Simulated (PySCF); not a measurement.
Input file for PySCF: R-B3LYP/6-31G* on CH6O2 (a complex).

```python
from pyscf import gto, scf, dft, mp
from pyscf.data.elements import chemcore

mol = gto.M(
    atom='''
    O    -1.88574388    0.07873905    0.13466399
    H    -2.30242088    0.87761205    0.46043399
    H    -0.95671688    0.18949605    0.37561299
    O     0.80436412    0.17634505    0.50949499
    H     1.17234712   -0.39573295    1.18702299
    C     1.26936912   -0.29528495   -0.75266401
    H     0.83855212    0.35580905   -1.50577801
    H     2.35533312   -0.24449195   -0.82697601
    H     0.94102612   -1.31515495   -0.95174501
    ''',
    basis='6-31g*',
    cart=True,
    charge=0, spin=0, verbose=3, max_memory=1800)
mf = dft.RKS(mol, xc='b3lyp')
mf.conv_tol = 1e-8
mf.max_cycle = 100
mf.kernel()
if not mf.converged:
    mf = mf.newton().run(mf.mo_coeff, mf.mo_occ)
```

What total energy does the run end on?

-192.1336 hartree.
